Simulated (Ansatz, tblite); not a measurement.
Removing an electron: MgO2⁻. Total charge -1; doublet. Geometry: r2SCAN-D4/def2-TZVPD. Ansatz, gas phase; energy differences of separate SCF runs; the oxidised species is a triplet (the singlet lies 3.01 eV higher at PBE0-D4/def2-TZVPD).

```
atom   x (Å)   y (Å)   z (Å)
 Mg1  -0.001  -0.003   0.000
  O2  -0.147  -0.001   1.830
  O3   0.148   0.004  -1.830
```

The xTB rows come from tblite. The structure comes from a short search, and lower isomers may exist.

| level | −HOMO (eV) | vertical IE (eV) | −LUMO (eV) | HOMO–LUMO gap (eV) | remarks |
| --- | --- | --- | --- | --- | --- |
| GFN1-xTB | – | 10.29 | – | – | – |
| GFN2-xTB | – | 9.14 | – | – | – |
| PBE-D4/def2-TZVPD | 0.07 | 2.89 | -0.20 | 0.26 | – |
| r2SCAN-D4/def2-TZVPD | -0.21 | 2.29 | -0.55 | 0.35 | HOMO above zero (-1 doublet) |
| PBE0-D4/def2-TZVPD | 0.12 | 1.97 | -1.30 | 1.43 | spin-contaminated (⟨S²⟩ 0.83) (-1 doublet) |

  A HOMO above zero means that the electron is unbound at that level or that self-interaction error raises the level; the energy of removing that electron tells which. HOMO and LUMO are the levels of the spin that leaves or enters (xTB has no such levels and no spin-polarisation term). Other spin states of the ions may lie lower, which would lower the ionisation energy or raise the affinity. Raw xTB energy differences between charge states are shifted by several eV; the methods need an empirical correction for them.
